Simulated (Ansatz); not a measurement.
**BHO (singlet): from Hartree-Fock to the top rungs at distance B1–O2 = 1.579 Å, 6-31G**

An exercise on one series of results from a longer session: the logs are not shown, and one member is left open.

Program: Ansatz 0.2.0, Gaussian basis. Level of theory: 6-31G, core rule «outside noble gas», up to 2 orbitals frozen. These are calculated values, not measurements.

To be run: UHF; CCSD(T) on RHF; BCCD(T) on RHF; CISD; CCSDT(Q) on RHF; CISDTQ; CCSDTQ on RHF; CASSCF and MRCISD+Q, 2 electrons in 2 orbitals; CASSCF and NEVPT2, 2 electrons in 2 orbitals; Full CI.

24 further runs of the same task are left out: 8 for a known fault of the program, 13 that didn't finish, 3 set aside as unsound or not needed. Runs told in other sessions of the task aren't counted.

## The geometry

The geometry derives from a PBE0/def2-TZVP stationary point (not a proven minimum). One bond is set to the value named and the two fragments are kept rigid.

3 atoms, charge 0, spin multiplicity 1.

Atoms are counted from 1 here; the program's logs count them from 0.

Bond lengths: B1–O2 1.579 Å, O2–H3 0.952 Å. Angles: B1–O2–H3 180.0°.

The first run:

Contents of in.yaml:

```yaml
crystal:
  periodic: [false, false, false]
  atoms:
    - {symbol: B, position_ang: [0.000000, 0.000000, 1.370078]}
    - {symbol: O, position_ang: [0.000000, 0.000000, -0.208922]}
    - {symbol: H, position_ang: [0.000000, 0.000000, -1.161157]}
basis:
  gaussian: {orbitals: 6-31G}
magnetization: {spin_polarized: true, initial_magnetization: 0}
hamiltonian: {xc: hf}
output: {orbitals: {seedname: orbitals}}
```

Command:

```
> ansatz run in.yaml --threads 1 --pin off --events-out ev --progress --plain --max-ram 2393MiB
```

Among the steps run: UHF; CCSD(T) on RHF; BCCD(T) on RHF; CISD; CCSDT(Q) on RHF; CISDTQ; CCSDTQ on RHF; CASSCF and MRCISD+Q, 2 electrons in 2 orbitals; CASSCF and NEVPT2, 2 electrons in 2 orbitals; Full CI.

One table of the session follows, with a row left open; its other results are not shown here.

```
       method  from FCI (meV)
          RHF               ?
         RMP2          +642.4
         CISD          +563.8
        RCCSD          +191.7
     RCCSD(T)           +34.6
      BCCD(T)           +23.0
       RCCSDT           +21.7
       CISDTQ           +32.8
    RCCSDT(Q)            -6.6
      RCCSDTQ            -1.5
  CASSCF pair         +4805.9
  MRCISD pair          +487.2
MRCISD+Q pair           +86.8
          FCI               0
```

**Question.** Estimate the row for RHF.

The run gave: from FCI (meV): +5304.6. In the column «from FCI (meV)» it is the highest.

Not comparable, so not listed: CASSCF and NEVPT2, 2 electrons in 2 orbitals (they don't share determinant, frozen orbitals or solution with the rows shown, or repeat one).

Limits of these values: RCCSDT(Q) falls below full CI, which methods that aren't variational can do. Warnings in the runs' records: passed over end.
